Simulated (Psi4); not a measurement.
**UPBE0-1/3/6-311G(d,p) (sfX2C, density fitting) run of AlH2O2 (SMILES [OH][Al][OH])**

Aim: the electrostatic solvation energy at fixed shape (C-PCM, benzene) of AlH2O2 at UPBE0-1/3/6-311G** (sfX2C, density fitting), from 2 runs. 

The calculation is run with Psi4 1.11.

1 further run of the same task is left out (set aside as unsound or not needed).

## Step 1: Starting point

The species is AlH2O2 (5 atoms), meant as a doublet with charge 0. As SMILES, `[OH][Al][OH]`. The shape is that of a PBE0-D4/def2-TZVP optimisation. This is one conformer, not always the lowest.

Bond lengths: O1–Al2 1.696 Å, Al2–O3 1.703 Å, O1–H4 0.958 Å, O3–H5 0.956 Å. Angles: O1–Al2–O3 119.0°, Al2–O1–H4 122.5°, Al2–O3–H5 123.1°.

## Step 2: Energy and one-electron properties at UPBE0-1/3/6-311G(d,p) (sfX2C, density fitting)

The input, calc.inp:

```
memory 1600 mb

molecule {
  0 2
  O     -2.97348406    -0.61340510    -0.44880995
  Al     0.03495993    -1.55921303     0.12283220
  O      2.36102382     0.65819161     0.30235618
  H     -3.41983737     1.12589883    -0.67878962
  H      4.09144603     0.24906590     0.62436551
  units au
  symmetry c1
}

set reference uks
set scf_type disk_df
set relativistic x2c

e_tot, wfn = energy("pbe0-13/6-311G**", return_wfn=True)
oeprop(wfn, "DIPOLE", "MULTIPOLE(3)", "MULLIKEN_CHARGES", title="PBE0-13")
```

Run with:

```
psi4 -i calc.inp -o calc.out -n 1
```

calc.out:

```text
[...]
  Running in c1 symmetry.
[...]
  Nuclear repulsion =   93.602370558138546
[...]
  Multiplicity = 2
[...]
  Nalpha       = 16
  Nbeta        = 15
[...]
    Number of basis functions: 74
[...]
    WARNING: The X2C and Dirac Hamiltonians have substatially different eigenvalues!
             This is probably caused by the recontraction of the basis set.
[...]
   @DF-UKS iter   1:  -394.05159494593403   -5.00275e-01   1.39445e-02 ADIIS/DIIS
[...]
   @DF-UKS iter   9:  -394.42807570896429   -2.55259e-08   5.57894e-07 DIIS
[...]
   @S^2 Observed:                7.517796021E-01
[...]
    Orbital Energies [Eh]
    ---------------------
    Alpha Occupied:
       1A    -56.500692     2A    -19.341487     3A    -19.335239
       4A     -4.284350     5A     -2.773554     6A     -2.772853
       7A     -2.769356     8A     -1.042312     9A     -1.030917
      10A     -0.547018    11A     -0.523489    12A     -0.393156
      13A     -0.369396    14A     -0.364546    15A     -0.341649
      16A     -0.232484
    Alpha Virtual:
      17A     -0.007727    18A      0.031672    19A      0.041096
      20A      0.106807    21A      0.118387    22A      0.136108
      23A      0.159787    24A      0.198251    25A      0.271758
[...]
  @DF-UKS Final Energy:  -394.42807570896429
   => Energetics <=
    Nuclear Repulsion Energy =             93.6023705581385457
    One-Electron Energy =                -733.5737091834698731
    Two-Electron Energy =                 270.2474335044865370
    DFT Exchange-Correlation Energy =     -24.7041705881194993
    Empirical Dispersion Energy =           0.0000000000000000
    VV10 Nonlocal Energy =                  0.0000000000000000
    Total Energy =                       -394.4280757089642862
[...]
 Multipole Moments:
 ------------------------------------------------------------------------------------
     Multipole            Electronic (a.u.)      Nuclear  (a.u.)        Total (a.u.)
 ------------------------------------------------------------------------------------
 L = 1.  Multiply by 2.5417464519 to convert [e a0] to [Debye]
 Dipole X            :          0.1763387            0.3823639            0.5587026
 Dipole Y            :         -1.8142180            1.7793598           -0.0348582
 Dipole Z            :          0.1894187           -0.0952680            0.0941507
 Magnitude           :                                                    0.5676513
[...]
  Mulliken Charges: (a.u.)
   Center  Symbol    Alpha    Beta     Spin     Total
       1     O     4.32792  4.32330  0.00463 -0.65122
       2    AL     6.59374  5.67486  0.91888  0.73140
       3     O     4.35542  4.29165  0.06377 -0.64707
       4     H     0.37250  0.35093  0.02157  0.27656
       5     H     0.35041  0.35925 -0.00884  0.29033
   Total alpha = 16.00000, Total beta = 15.00000, Total charge =  0.00000
    Psi4 run time: 0:00:07.59
```

It took 9.3 s on 1 thread of AMD EPYC 7R43 (Zen 3), shared host; peak memory 0.38 GiB.

Atomic charges (e):

```csv
atom,Mulliken
O1,-0.651
Al2,+0.731
O3,-0.647
H4,+0.277
H5,+0.290
```

## Step 3: The charge distribution at UPBE0-1/3/6-311G(d,p) (sfX2C, density fitting, C-PCM benzene)

The input, calc.in:

```
memory 1600 MB

molecule mol {
  0 2
  O     -1.573500    -0.324600    -0.237500
  Al     0.018500    -0.825100     0.065000
  O      1.249400     0.348300     0.160000
  H     -1.809700     0.595800    -0.359200
  H      2.165100     0.131800     0.330400
  symmetry c1
}

set {
  reference uks
  scf_type disk_df
  relativistic x2c
  pcm true
}

pcm = {
  Units = Angstrom
  Medium {
    SolverType = CPCM
    Solvent = Benzene
  }
  Cavity {
    Type = GePol
    RadiiSet = UFF
    Scaling = False
    Area = 0.3
    Mode = Implicit
  }
}

e_tot, wfn = energy("pbe0-13/6-311G**", return_wfn=True)
oeprop(wfn, "DIPOLE", "MULTIPOLE(3)", "MULLIKEN_CHARGES")
```

Run with:

```
psi4 -i calc.in -o calc.out -n 1
```

calc.out, shortened:

```text
[...]
  Running in c1 symmetry.
[...]
  Nuclear repulsion =   93.602370597255344
[...]
  Multiplicity = 2
[...]
  Nalpha       = 16
  Nbeta        = 15
[...]
    Number of basis functions: 74
[...]
    WARNING: The X2C and Dirac Hamiltonians have substatially different eigenvalues!
             This is probably caused by the recontraction of the basis set.
[...]
   @DF-UKS iter   1:  -394.06468647688160   -5.11488e-01   1.38989e-02 DIIS/ADIIS
[...]
   @DF-UKS iter   9:  -394.43497652391000   -1.74505e-08   4.77209e-07 DIIS
[...]
   @S^2 Observed:                7.516391789E-01
[...]
  @DF-UKS Final Energy:  -394.43497652391000
   => Energetics <=
    Nuclear Repulsion Energy =             93.6023705972553444
    One-Electron Energy =                -733.6104822868110205
    Two-Electron Energy =                 270.2878253587390986
    DFT Exchange-Correlation Energy =     -24.7074248243027377
    Empirical Dispersion Energy =           0.0000000000000000
    VV10 Nonlocal Energy =                  0.0000000000000000
    PCM Polarization Energy =              -0.0072653687906622
    Total Energy =                       -394.4349765239099952
[...]
 Multipole Moments:
 ------------------------------------------------------------------------------------
     Multipole            Electronic (a.u.)      Nuclear  (a.u.)        Total (a.u.)
 ------------------------------------------------------------------------------------
 L = 1.  Multiply by 2.5417464519 to convert [e a0] to [Debye]
 Dipole X            :          0.2539003            0.3823639            0.6362642
 Dipole Y            :         -1.8461236            1.7793598           -0.0667638
 Dipole Z            :          0.2049053           -0.0952680            0.1096373
 Magnitude           :                                                    0.6490839
[...]
  Mulliken Charges: (a.u.)
   Center  Symbol    Alpha    Beta     Spin     Total
       1     O     4.34304  4.33854  0.00450 -0.68157
       2    AL     6.58062  5.65760  0.92302  0.76178
       3     O     4.36860  4.30984  0.05877 -0.67844
       4     H     0.36452  0.34332  0.02119  0.29216
       5     H     0.34322  0.35070 -0.00748  0.30607
   Total alpha = 16.00000, Total beta = 15.00000, Total charge = -0.00000
    Psi4 run time: 0:00:08.32
```

Run time: 9.9 s. Hardware: 1 thread of AMD EPYC 7R43 (Zen 3), shared host; peak memory 0.39 GiB.

Atomic charges (e):

```csv
atom,Mulliken
O1,-0.682
Al2,+0.762
O3,-0.678
H4,+0.292
H5,+0.306
```

## Step 4: What came out

At UPBE0-1/3/6-311G** (sfX2C, density fitting):

```
                                          quantity          value
                           gas phase: total energy  -394.42808 Eh
                          gas phase: dipole moment         1.44 D
     gas phase: HOMO energy (highest over α and β)       -6.33 eV
      gas phase: LUMO energy (lowest over α and β)       -2.14 eV
                                   gas phase: ⟨S²⟩          0.752
                      C-PCM, benzene: total energy  -394.43498 Eh
                     C-PCM, benzene: dipole moment         1.65 D
C-PCM, benzene: HOMO energy (highest over α and β)       -6.20 eV
 C-PCM, benzene: LUMO energy (lowest over α and β)       -1.99 eV
        C-PCM, benzene: solvent term in the energy   -19.1 kJ/mol
                              C-PCM, benzene: ⟨S²⟩          0.752
  energy change from gas to solvent at fixed shape      -0.188 eV
```

The solvent model (C-PCM, benzene) lowers the energy by 0.19 eV (−4.3 kcal/mol) at the same shape. It holds the electrostatic part alone, without cavity or dispersion terms. Mulliken charges (gas phase) run from -0.65 on O1 to +0.73 on Al2; they depend strongly on the basis.
